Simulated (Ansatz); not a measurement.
Two isomers of C2H5NS: A = `C1NCS1`, B = `C=NCS`.

Computed with Ansatz on PBE0-D4/def2-TZVP structures; ΔE is electronic, products minus reactants. CCSD(T)/CBS adds triple-zeta CCSD(T) − MP2 to the extrapolated MP2 energy (def2 sets, frozen cores). Functionals use def2-TZVPP. B3LYP here is the variant with VWN-RPA as its local correlation; programs differ in this. Each species was taken in one conformer, which may not be the lowest.

(1) Which isomer does CCSD(T)/CBS put lower? Give the gap. (Estimate.)

(2) Give E(B) − E(A) in kcal/mol with B3LYP-D4, r2SCAN-D4, HF/def2-TZVPP, B2PLYP, BLYP-D4, MP2/def2-TZVPP, PBE0-D4. (An estimate is asked.)

(3) Does the order hold for the free energy at 298.15 K (harmonic terms from PBE0-D4)? (An estimate is asked.)

Largest T1 diagnostic: 0.012.

Answers

(1) Ansatz gave: B, by 5.3 kcal/mol.

(2) Ansatz gave: B3LYP-D4 -7.9, r2SCAN-D4 -5.6, HF/def2-TZVPP -8.8, B2PLYP -7.4, BLYP-D4 -10.2, MP2/def2-TZVPP -4.5, PBE0-D4 -2.1. None reverses the order clearly.

(3) The calculation gave: Yes: G(B) − G(A) = -9.0 kcal/mol, for one conformer each.

From BLYP to BHLYP (50 % exact exchange), in def2-TZVPP and without D4, E(B) − E(A) moves by +4.4 kcal/mol. At CCSD(T), def2-SVP lies −4.1 kcal/mol from the extrapolated value and def2-TZVPP −0.9 kcal/mol.
